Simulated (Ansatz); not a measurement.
Coupled-cluster diagnostics for Li2Al⁺, Ansatz.

Geometry of the singlet (PBE-D4/def2-TZVP):

```xyz
3

Al    0.000    0.000    0.000
Li   -2.485   -0.409   -1.173
Li    2.485    0.409    1.173
```

Correlated methods freeze 5 core orbitals; core or outer-core shells of Li are correlated, in sets that lack core-valence functions. The structure comes from a short search, and lower isomers may exist.

Geometry of the charge 1 triplet (PBE-D4/def2-TZVP):

Cartesian coordinates in Å:
```
Al -0.402 -0.086 1.151
Li 1.560 1.610 0.016
Li -1.158 -1.524 -1.167
```

Geometry of the charge 1 quintet (PBE-D4/def2-TZVP):

```xyz
3

Al    0.3747    0.0399    1.0797
Li    1.0065   -1.8969   -0.8848
Li   -1.3812    1.8570   -0.1948
```

(1) Estimate the CCSD(T) correlation energy, the shares of MP2 and (T), T1 and the reference's ⟨S²⟩ for: charge 1, singlet, own geometry in def2-TZVPP; charge 1, triplet, own geometry in def2-TZVPP; charge 1, quintet, own geometry in def2-TZVPP; and the rough time on 4 threads of Arm Neoverse V1 on a shared host.

Answers

(1) 
```csv
state,basis,correlation (eV),MP2 share (%),(T) share (%),T1,⟨S²⟩ (pure),wall time,remarks
"charge 1, singlet, own geometry",def2-TZVPP,-4.087,79.2,1.6,0.010,0.00 (0.00),0.65 s,restricted SCF unstable
"charge 1, triplet, own geometry",def2-TZVPP,-3.686,79.9,2.0,0.014,2.02 (2.00),0.9 s,–
"charge 1, quintet, own geometry",def2-TZVPP,-2.666,81.8,0.8,0.005,6.00 (6.00),0.85 s,–
```
Customary marks for T1 are 0.02 (closed shells), 0.045 (open shells) and about 0.05 (3d metals). T1 stays under 0.02 throughout.
